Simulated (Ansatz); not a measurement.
Hydrogen peroxide + `[OH]`• → `[O]O`• + H₂O at 298.15 K and 1 bar (hydrogen abstraction from the O–H bond).

Program: Ansatz. Geometries: PBE0-D4/def2-TZVP. ΔE: electronic, gas phase. CCSD(T)/CBS is frozen-core, at the limit of the def2 triple- and quadruple-zeta sets. Open shells (•) are unrestricted, without spin–orbit coupling.

```
species  CCSD(T)/CBS energy (Eh)  H − E (kJ/mol)  S (J/(mol·K))
   `OO`               -151.43844            81.6          226.7
`[OH]`•                -75.67603            31.1          184.0
`[O]O`•               -150.78815            47.7          228.6
    H₂O                -76.37685            66.4          188.7
```

H − E and S are ideal-gas, rigid-rotor, harmonic terms from PBE0-D4/def2-TZVP, for one conformer and one mirror image of each species, with the whole ground term of open shells counted as degenerate. 1 Eh = 2625.50 kJ/mol, R = 8.31446 J/(mol·K).

Problem. By hand: ΔE, ΔH, ΔS and ΔG.

Solution. ΔE = (-150.78815) + (-76.37685) − (-151.43844) − (-75.67603) = -0.05053 Eh = -132.7 kJ/mol. Δ(H − E) = 47.7 + 66.4 − 81.6 − 31.1 = 1.4, so ΔH = -131.3 kJ/mol. ΔS = 228.6 + 188.7 − 226.7 − 184.0 = 6.6 J/(mol·K). ΔG = -131.3 − 298.15 × (6.6)/1000 = -133.3 kJ/mol.

Problem. By hand: the equilibrium constant, and the temperature at which ΔG would vanish if ΔH and ΔS stayed fixed.

Solution. log₁₀ K = −ΔG/(RT ln 10) = 23.4. ΔH and −TΔS have one sign here, so there is no such temperature.

The number of gas molecules stays the same, so ΔS is small and ΔH decides. A doubt of 5 kJ/mol in ΔE shifts log₁₀ K by 0.9 here. Other conformers and mirror images would add mixing entropy, several J/(mol·K) or more a flexible species. These are equilibria of isolated gas molecules and say nothing of rates. Largest T1 diagnostic: 0.032 (customary marks: 0.02 for closed shells, 0.045 for open ones).

ΔS is within the doubt of such terms, so its sign, and with it that verdict, could turn.
